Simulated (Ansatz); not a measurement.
A made-up structure of NaSiH$_{2}$, doublet:

```
atom    x (Å)    y (Å)    z (Å)
 Na1  -1.6127   0.5598  -0.2541
 Si2   0.2404   0.0899  -0.1885
  H3   0.4641  -1.3063  -0.5307
  H4   0.9083   0.6567   0.9733
```

It is relaxed with PBE-D4/def2-SVP and then PBE0-D4/def2-TZVP (Ansatz 0.2.0). Atoms count as bonded within 1.22 times the sum of their covalent radii (H–H: 0.88 Å). The end point is not checked to be a true minimum.

**Question.** Does its bonding change? (A judgement: the text doesn't fix the answer.)

**Answer.** Computed: No: no bond forms or breaks.

Where it ends: The first stage lowers the energy by 3.02 eV in 8 steps. It ends as NaSiH₂ ([Na][SiH2]):
```
atom    x (Å)    y (Å)    z (Å)
 Na1  -2.2862   0.8135  -0.3864
 Si2   0.2945   0.0569  -0.1613
  H3   0.7902  -1.3440  -0.4224
  H4   1.2015   0.4735   0.9701
```

Labels in which every atom is bracketed show which atoms are joined, not bond orders.

For scale, one of the runs: PBE0-D4/def2-TZVP relaxation, 81 basis functions, launched by `ansatz run in.yaml --threads 2 --pin off --events-out ev --progress --plain --max-ram 4352MiB`. The run took about 12 s on 2 CPU threads of an Arm Neoverse V1 (shared host).
